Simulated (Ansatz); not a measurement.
Relaxation of BFH4O (7 atoms, charge 0, multiplicity 1), to a largest force component of 0.03 eV/Å in at most 50 steps.

All numbers below come from RKS B3LYP-D4/def2-SVP in Ansatz.

```xyz
7
Properties=species:S:1:pos:R:3
B 0.030 -0.416 -0.393
F -0.123 0.056 2.081
H 1.055 0.208 -0.458
H -1.039 0.022 -0.742
O 0.148 -1.739 -0.004
H -0.698 -2.206 -0.018
H 0.268 -0.779 1.979
```

Problem. Where does it end, and by what steps?

Solution. The run converged. After 27 steps the energy has fallen by 0.092 eV; H4 moved furthest, 1.29 Å.

```tsv
step	energy less start (eV)	largest force component (eV/Å)	accepted
0	0.0000	0.810	yes
1	-0.0192	0.624	yes
2	-0.0220	1.148	yes
3	-0.0411	0.307	yes
4	-0.0465	0.179	yes
5	-0.0506	0.133	yes
6	-0.0525	0.083	yes
7	-0.0542	0.077	yes
8	-0.0552	0.097	yes
9	-0.0558	0.071	yes
10	-0.0566	0.094	yes
11	-0.0575	0.165	yes
12	-0.0586	0.170	yes
13	-0.0577	0.339	no
14	-0.0621	0.069	yes
15	-0.0654	0.098	yes
16	-0.0609	0.344	no
17	-0.0694	0.095	yes
18	-0.0730	0.124	yes
19	-0.0761	0.270	yes
20	-0.0820	0.135	yes
21	-0.0864	0.182	yes
22	-0.0766	0.512	no
23	-0.0708	0.322	no
24	-0.0889	0.113	yes
25	-0.0900	0.230	yes
26	-0.0917	0.031	yes
27	-0.0918	0.028	yes
```

```xyz
7
Properties=species:S:1:pos:R:3
B -0.066 -0.366 -0.593
F 0.619 -0.379 2.640
H 0.573 0.592 -0.252
H -0.439 -0.551 -1.726
O -0.371 -1.275 0.371
H -0.886 -2.037 0.074
H 0.213 -0.837 1.931
```

Time of the run: 35 s on 1 thread of Arm Neoverse V2, with other jobs on the host, peak memory 0.13 GiB.
